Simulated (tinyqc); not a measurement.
Inside a calculation. Method: extended Hueckel theory, for LiH. One step of it, computed by the program tinyqc.

Question. Wolfsberg-Helmholz matrix. H_ij = K' S_ij (H_ii + H_jj)/2 for i != j (the diagonal keeps H_ii), with K' = K + D^2 + D^4 (1 - K), D = (H_ii - H_jj)/(H_ii + H_jj), K = 1.5.

overlap S, order 1Li 2s, 1Li 2px, 1Li 2py, 1Li 2pz, 2H 1s:
```
[[1.000000, 0.000000, 0.000000, 0.000000, 0.368619],
 [0.000000, 1.000000, 0.000000, 0.000000, 0.000000],
 [0.000000, 0.000000, 1.000000, 0.000000, 0.000000],
 [0.000000, 0.000000, 0.000000, 1.000000, 0.485706],
 [0.368619, 0.000000, 0.000000, 0.485706, 1.000000]]
```

diagonal H_ii (eV): [-5.400000, -3.500000, -3.500000, -3.500000, -13.600000]

K = 1.500000

Give: H.

Answer.

H (eV), order 1Li 2s, 1Li 2px, 1Li 2py, 1Li 2pz, 2H 1s:
```
[[-5.4000, 0.0000, 0.0000, 0.0000, -5.8443],
 [0.0000, -3.5000, 0.0000, 0.0000, 0.0000],
 [0.0000, 0.0000, -3.5000, 0.0000, 0.0000],
 [0.0000, 0.0000, 0.0000, -3.5000, -7.4252],
 [-5.8443, 0.0000, 0.0000, -7.4252, -13.6000]]
```
